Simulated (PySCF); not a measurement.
# Working out the ionisation energy of S

S [Ne] 3s2 3p4 (3P) → S⁺ [Ne] 3s2 3p3 (4S). Calculation: PySCF 2.14, in ANO-RCC-VTZP; scalar relativity by spin-free X2C-1e. Frozen: 1s2. Energies in hartree (1 hartree = 27.21139 eV):

| part | S (lower) | S⁺ (upper) |
| --- | --- | --- |
| UHF | -398.592975 | -398.254138 |
| CCSD correlation | -0.157230 | -0.125889 |
| (T) | -0.005291 | -0.003885 |

What does Hartree-Fock give?

(-398.254138) − (-398.592975) = 0.338837 hartree = 9.220 eV.

What do CCSD and CCSD(T) give?

The CCSD correlation energies differ by 0.031341 hartree = 0.853 eV and the triples by 0.001406 hartree = 0.038 eV, so CCSD gives 10.073 eV and CCSD(T) 10.111 eV.

Measured between the centres of the two terms (NIST): 10.336 eV, so CCSD(T) (valence and next inner shell) is off by -0.225 eV.

What remains against the reference includes basis incompleteness, the frozen core and higher excitations.
